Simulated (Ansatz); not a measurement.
System: hcp Be. Method: LDA in Ansatz (PAW).

Numerical settings: plane-wave cutoff 520 eV, 16×16×10 k mesh (along the axes of the cell as run), Fermi–Dirac smearing 0.1 eV, perturbation theory, force constants from a 4×4×2 q mesh, scalar-relativistic PAW data made under PBE.

Computed at the level's own relaxed cell. Harmonic vibrational thermodynamics at fixed volume:

```
T (K)  S_vib (J/K per mol of atoms)  C_V (J/K per mol of atoms)  F_vib (eV/atom)
-----  ----------------------------  --------------------------  ---------------
0                              0.00                        0.00           0.0968
100                             ___                         ___              ___
400                             ___                         ___              ___
500                             ___                         ___              ___
600                             ___                         ___              ___
800                             ___                         ___              ___
900                             ___                         ___              ___
```

Q: Some entries are withheld; supply them.

A: 
- 100, S_vib (J/K per mol of atoms): 0.42
- 100, C_V (J/K per mol of atoms): 1.54
- 100, F_vib (eV/atom): 0.0967
- 400, S_vib (J/K per mol of atoms): 13.54
- 400, C_V (J/K per mol of atoms): 18.67
- 400, F_vib (eV/atom): 0.0769
- 500, S_vib (J/K per mol of atoms): 17.94
- 500, C_V (J/K per mol of atoms): 20.65
- 500, F_vib (eV/atom): 0.0606
- 600, S_vib (J/K per mol of atoms): 21.82
- 600, C_V (J/K per mol of atoms): 21.84
- 600, F_vib (eV/atom): 0.0399
- 800, S_vib (J/K per mol of atoms): 28.30
- 800, C_V (J/K per mol of atoms): 23.13
- 800, F_vib (eV/atom): -0.0123
- 900, S_vib (J/K per mol of atoms): 31.05
- 900, C_V (J/K per mol of atoms): 23.49
- 900, F_vib (eV/atom): -0.0431

The crystal is taken as a harmonic solid at every temperature: melting, phase changes and thermal expansion are not seen, nor the electrons' share in a metal.

Ansatz is a program for electronic structure.
